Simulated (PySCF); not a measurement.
Gas-phase reaction: 3 AlClF + 3 HF ⇌ AlH3 + 3 Cl + 2 AlF3

Method: PySCF energies plus ideal-gas RRHO corrections (1 bar). † marks an energy on the PBE0/def2-TZVP geometry and frequencies. CCSD(T) freezes the core. Open shells (unrestricted): AlClF (multiplicity 2), Cl (multiplicity 2); the rest are closed-shell singlets. Spin-orbit splitting is ignored; it lowers the true energy and changes the entropy of Cl. AlH3: computed as isolated molecules; such fragments, hydroxides, amides, oligomers or adducts are transient or little studied in the gas. CCSD(T) isn't extrapolated to the basis-set limit.

```json
[
 {"level": "BLYP/def2-TZVP†", "ΔH°(298 K), kJ": "169"},
 {"level": "CCSD(T)/def2-SVP†", "ΔH°(298 K), kJ": "[?]"},
 {"level": "HF/def2-TZVP†", "ΔH°(298 K), kJ": "38"},
 {"level": "M06-2X/def2-TZVP†", "ΔH°(298 K), kJ": "[?]"},
 {"level": "PBE/def2-TZVP†", "ΔH°(298 K), kJ": "257"},
 {"level": "PBE0/def2-SVP†", "ΔH°(298 K), kJ": "[?]"},
 {"level": "r2SCAN/def2-TZVP†", "ΔH°(298 K), kJ": "218"}
]
```

Problem. Complete the blanks.

Solution. 
- CCSD(T)/def2-SVP†, ΔH°(298 K), kJ: 87
- M06-2X/def2-TZVP†, ΔH°(298 K), kJ: 229
- PBE0/def2-SVP†, ΔH°(298 K), kJ: 191
